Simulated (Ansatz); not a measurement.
# [H···H···Br], doublet: transfer scan

Starting geometry:

```yaml
atoms:
  - { symbol: H, position_ang: [0.0000, 0.0000, -1.2080] }
  - { symbol: H, position_ang: [0.0000, 0.0000, -0.4630] }
  - { symbol: Br, position_ang: [0.0000, 0.0000, 1.6710] }
```

From there H2 is moved from one fragment to the other while all else, the fragments' distance too, stays fixed, so the hump isn't the reaction's barrier; atoms are numbered as listed. Energies are in eV, counted from the starting geometry at the same level.

Basis cc-pVTZ; Ansatz 0.2.0. Only valence electrons are correlated (noble-gas cores and the filled d shells of p-block atoms frozen). R marks a restricted (for open shells ROHF) determinant, U an unrestricted one. Active spaces: valence = (9e, 6o) chosen from the atoms' valence shells. No spin–orbit coupling is included, and no scalar relativity.

Runs in a small pair space aren't shown, since their orbitals change along the scan.

Full CI isn't at hand for all of this; UCCSDT(Q) serves as the reference, and is uncertain by about the last step of the cluster series. The frozen core follows each run's orbitals, which can shift R against U totals by a few meV for light atoms and by up to 0.1 eV past Ca.

```
distance H1-H2 (Å)  UCCSDT(Q)  error RHF  error UCCSD  error RCCSD(T)  error BCCD(T)  error RCCSDT  error NEVPT2 (valence space)
             0.693      0.040     -0.041       -0.004           0.000          0.000         0.000                         0.004
             0.745      0.000      0.000        0.000           0.000          0.000         0.000                         0.000
             0.831      0.119      0.087        0.008           0.001          0.001         0.000                        -0.008
             0.918      0.358      0.208        0.021           0.003          0.002         0.001                        -0.020
             1.004      0.610      0.370        0.037           0.004          0.004         0.001                        -0.039
             1.090      0.797      0.537        0.054           0.004          0.005         0.002                        -0.064
             1.176      0.867      0.398        0.064           0.006          0.006         0.004                        -0.089
             1.263      0.829      0.193        0.063           0.004          0.004         0.003                        -0.111
             1.349      0.741      0.044        0.056           0.002          0.001         0.002                        -0.126
```

Errors are those of relative energies. In total energy the starting point itself misses UCCSDT(Q) by: RHF 5.679, UCCSD 0.159, RCCSD(T) 0.022, BCCD(T) 0.022, RCCSDT 0.006, NEVPT2 (valence space) 1.304 eV.

Spread of the error over the points with a reference, to 1.349 Å (largest less smallest): RCCSDT 0.004, BCCD(T) 0.006, RCCSD(T) 0.006, UCCSD 0.068, NEVPT2 (valence space) 0.130, RHF 0.577 eV.
